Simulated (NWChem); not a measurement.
Everything below was run with NWChem. System: hydrogen cyanide (CHN), charge 0, spin multiplicity 1, at a geometry optimised with PBE0/def2-SVP. Level: RHF/def2-TZVP.

The NWChem input:

```
start mol
memory heap 200 mb stack 900 mb global 1100 mb
geometry units angstroms nocenter noautoz
  C      0.000000     0.000000    -0.499780
  N      0.000000     0.000000     0.654003
  H      0.000000     0.000000    -1.579339
  symmetry group C2v
end
basis spherical
  * library def2-tzvp
end
scf
  rhf
  nopen 0
  maxiter 100
  thresh 1e-7
  semidirect memsize 60000000 filesize 0
end
task scf energy
```

NWChem printed:

```
             Northwest Computational Chemistry Package (NWChem) 7.3.0
             --------------------------------------------------------

                                NWChem Input Module
                                -------------------

 Scaling coordinates for geometry "geometry" by  1.889725989
 (inverse scale =  0.529177249)

 Turning off AUTOSYM since
 SYMMETRY directive was detected!

                             Geometry "geometry" -> ""
                             -------------------------

 Output coordinates in angstroms (scale by  1.889725989 to convert to a.u.)

  No.       Tag          Charge          X              Y              Z
 ---- ---------------- ---------- -------------- -------------- --------------
    1 C                    6.0000     0.00000000     0.00000000    -0.49978000
    2 N                    7.0000     0.00000000     0.00000000     0.65400300
    3 H                    1.0000     0.00000000     0.00000000    -1.57933900

 Effective nuclear repulsion energy (a.u.)      23.8627895636

            Nuclear Dipole moment (a.u.)
            ----------------------------
        X                 Y               Z
 ---------------- ---------------- ----------------
     0.0000000000     0.0000000000     0.0000037795

      Symmetry information
      --------------------

 Group name             C2v
 Group number             16
 Group order               4
 No. of unique centers     3

      Symmetry unique atoms

     1    2    3


 Summary of "ao basis" -> "" (spherical)
 ------------------------------------------------------------------------------
       Tag                 Description            Shells   Functions and Types
 ---------------- ------------------------------  ------  ---------------------
 *                         def2-tzvp                  on all atoms

 Summary of "ao basis" -> "ao basis" (spherical)
 ------------------------------------------------------------------------------
       Tag                 Description            Shells   Functions and Types
 ---------------- ------------------------------  ------  ---------------------
[...]
  ----- ------------  ---------------      ----- ------------  ---------------
    37      0.308973  2 N  px                 6      0.282578  1 C  px
    40      0.281687  2 N  px                 9      0.260496  1 C  px

 Vector    7  Occ=2.000000D+00  E=-4.963007D-01  Symmetry=b2
              MO Center= -3.7D-32,  1.1D-16,  1.2D-01, r^2= 1.1D+00
   Bfn.  Coefficient  Atom+Function         Bfn.  Coefficient  Atom+Function
  ----- ------------  ---------------      ----- ------------  ---------------
    38      0.308973  2 N  py                 7      0.282578  1 C  py
    41      0.281687  2 N  py                10      0.260496  1 C  py

 Vector    8  Occ=0.000000D+00  E= 1.468294D-01  Symmetry=a1
              MO Center=  3.7D-21,  8.3D-21, -2.4D+00, r^2= 2.3D+00
   Bfn.  Coefficient  Atom+Function         Bfn.  Coefficient  Atom+Function
  ----- ------------  ---------------      ----- ------------  ---------------
    65      4.075683  3 H  s                 14      2.326391  1 C  pz
    36     -2.009452  2 N  s                  5     -1.537599  1 C  s
     4      0.883097  1 C  s                 64     -0.606784  3 H  s
    11      0.386751  1 C  pz                22      0.378627  1 C  d  0
    35     -0.354301  2 N  s                 45      0.345931  2 N  pz

 Vector    9  Occ=0.000000D+00  E= 1.545837D-01  Symmetry=b2
              MO Center= -3.7D-31,  5.3D-18, -3.6D-01, r^2= 2.9D+00
   Bfn.  Coefficient  Atom+Function         Bfn.  Coefficient  Atom+Function
  ----- ------------  ---------------      ----- ------------  ---------------
    13      0.993975  1 C  py                44     -0.742080  2 N  py
    38     -0.272210  2 N  py                 7      0.203540  1 C  py
    41     -0.169048  2 N  py

 Vector   10  Occ=0.000000D+00  E= 1.545837D-01  Symmetry=b1
              MO Center=  2.2D-16,  4.9D-32, -3.6D-01, r^2= 2.9D+00
   Bfn.  Coefficient  Atom+Function         Bfn.  Coefficient  Atom+Function
  ----- ------------  ---------------      ----- ------------  ---------------
    12      0.993975  1 C  px                43     -0.742080  2 N  px
    37     -0.272210  2 N  px                 6      0.203540  1 C  px
    40     -0.169048  2 N  px

 center of mass
 --------------
 x =   0.00000000 y =   0.00000000 z =   0.10976926

 moments of inertia (a.u.)
 ------------------
          40.743856865309           0.000000000000           0.000000000000
           0.000000000000          40.743856865309           0.000000000000
           0.000000000000           0.000000000000           0.000000000000

  Mulliken analysis of the total density
  --------------------------------------

    Atom       Charge   Shell Charges
 -----------   ------   -------------------------------------------------------
    1 C    6     6.07   0.86  1.12  0.53  0.58  0.10  1.22  1.21  0.36  0.03  0.04  0.01
    2 N    7     7.17   0.82  1.15  0.60  0.88  0.28  1.36  1.43  0.59  0.01  0.05  0.00
    3 H    1     0.77   0.24  0.43  0.07  0.02

       Multipole analysis of the density wrt the origin
       ------------------------------------------------

     L   x y z        total         open         nuclear
     -   - - -        -----         ----         -------
     0   0 0 0     -0.000000      0.000000     14.000000

     1   1 0 0      0.000000      0.000000      0.000000
     1   0 1 0      0.000000      0.000000      0.000000
     1   0 0 1     -1.301238      0.000000      0.000004

     2   2 0 0     -8.894269      0.000000      0.000000
     2   1 1 0      0.000000      0.000000      0.000000
     2   1 0 1      0.000000      0.000000      0.000000
     2   0 2 0     -8.894269      0.000000      0.000000
     2   0 1 1      0.000000      0.000000      0.000000
     2   0 0 2     -7.051420      0.000000     24.951139

 Task  times  cpu:        0.3s     wall:        0.3s

 Total times  cpu:        0.3s     wall:        0.3s
```
